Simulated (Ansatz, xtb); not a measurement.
# CH6AlN: 4 structures ranked

4 gas-phase structures of CH6AlN, found in a search over its isomers (lower ones may exist). Each was relaxed with GFN2-xTB; where two conformers were screened, the lower at r2SCAN-D4/def2-SVP//GFN2-xTB is listed:

A. `C[NH][AlH2]`, a singlet
B. `[CH3][AlH][NH2]`, a singlet
C. `C=[NH+][AlH3-]`, a singlet
D. `[CH2]1[NH2+][AlH2-]1`, a singlet

Problem. Estimate their order in r2SCAN-D4/def2-SVP//GFN2-xTB energy at these geometries, lowest first.

Solution. Calculated order at r2SCAN-D4/def2-SVP//GFN2-xTB: B (0.0), A (21.8), D (34.1), C (42.4) kcal/mol.

Energies above the lowest of each column, in kcal/mol; the last columns are at r2SCAN-D4/def2-SVP geometries and were run for some of them only (a dash: not run or not comparable):

| structure | GFN2-xTB | HF/STO-3G | r2SCAN-D4/def2-SVP//GFN2-xTB | r2SCAN-D4/def2-SVP | CCSD(T)/def2-TZVP |
| --- | --- | --- | --- | --- | --- |
| B | 5.1 | 0.0 | 0.0 | 0.0 | 0.0 |
| A | 0.0 | 18.8 | 21.8 | 17.8 | 19.3 |
| D | 25.9 | 32.7 | 34.1 | – | – |
| C | 18.4 | 63.1 | 42.4 | – | – |

CCSD(T)/def2-TZVP puts B lowest of those it was run on; GFN2-xTB picks A. Flexible structures stand in one conformer each, not always the lowest. Frequencies (r2SCAN-D4/def2-SVP) were run for A, B alone.

Over these structures GFN2-xTB departs from r2SCAN-D4/def2-SVP//GFN2-xTB by 10.7 kcal/mol on average once a common shift is removed. A GFN2-xTB relaxation took about 0.77 s and the r2SCAN-D4/def2-SVP//GFN2-xTB energy about 5.2 s on a shared host (Ansatz 0.2.0, xtb 6.7.1).
